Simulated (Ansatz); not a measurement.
in.yaml

```yaml
crystal:
  periodic: [false, false, false]
  atoms:
    - {symbol: Ga, position_ang: [0.000000, 0.000000, 0.000000]}
    - {symbol: O, position_ang: [0.000000, 0.000000, -1.685649]}
    - {symbol: O, position_ang: [0.000000, 0.000000, 1.685649]}
basis:
  gaussian: {orbitals: cc-pVDZ}
total_charge: 1
correlation: {method: sc_nevpt2, electrons: outside_noble_gas, active_space: {window: {electrons: 8, orbitals: 4}}}
accuracy: high
```

```sh
$ ansatz run in.yaml --threads 1 --pin off --events-out ev --progress --plain --max-ram 2393MiB
```

The program prints:

```
1068 factors; integrals over basis functions are off by at most 4.4e-9 eV
mean field evaluation 1: about -56384.9703 eV, gradient 4.7e1 eV
mean field evaluation 2: about -56385.0969 eV, gradient 4.7e1 eV
mean field evaluation 4: about -56390.3983 eV, gradient 2.6e0 eV
mean field evaluation 8: about -56390.5100 eV, gradient 3.2e-1 eV
mean field evaluation 16: about -56390.5112 eV, gradient 3.2e-8 eV
mean field evaluation 32: about -56390.2613 eV, gradient 1.7e0 eV
mean field -56390.51117513 eV, -2072.3130628249 hartree, gradient 3.2e-8 eV, S^2 0.000000; 4 other end points of the search recorded, 0 dependent functions left out; unrestricted orbitals would lower it
reference -56390.51117513 eV, -2072.3130628249 hartree; 23, 23 occupied and 32, 32 virtual orbitals, 1068 factors
state -56390.51117513 eV, -2072.3130628249 hartree
state -56390.51117513 eV, -2072.3130628249 hartree; corrected -56403.17809853 eV, -2072.7785636736 hartree
WARN: 4 active orbitals are nearly empty or full. The corrections depend on them more than the energy does, and are more stable in an active space without them
Total energy: -56403.17809853 eV, -2072.7785636736 hartree
```

Ran on 1 thread of Arm Neoverse V1, shared host: 10 s wall, 0.14 GiB peak host memory.
